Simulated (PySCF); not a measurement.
Aza analogues, thiophene 1N. Gas-phase values, no solvent. Strings in code marks are SMILES.

The brightest of the four lowest singlets (TDA) from two functionals at the same geometries (PBE0-D4/def2-TZVP), both in PySCF: PBE-D3(BJ)/def2-TZVP and PBE0-D4/def2-TZVP. Excitations are Tamm–Dancoff values on a coarser integration grid. The basis has no diffuse functions, so Rydberg states are missing or too high.

| species | PBE-D3(BJ)/def2-TZVP (eV) | PBE0-D4/def2-TZVP (eV) |
|---|---|---|
| `c1ccsc1` | 6.05 | 6.18 |
| `c1cscn1` | 6.21 | 6.02 |
| `c1cnsc1` | 5.80 | 6.00 |

Over these rows, drawn at random from the members with no instability flagged (it was tested for open shells, ions and some series alone), PBE minus PBE0-D4: mean -0.04 eV, from -0.20 eV to +0.19 eV.
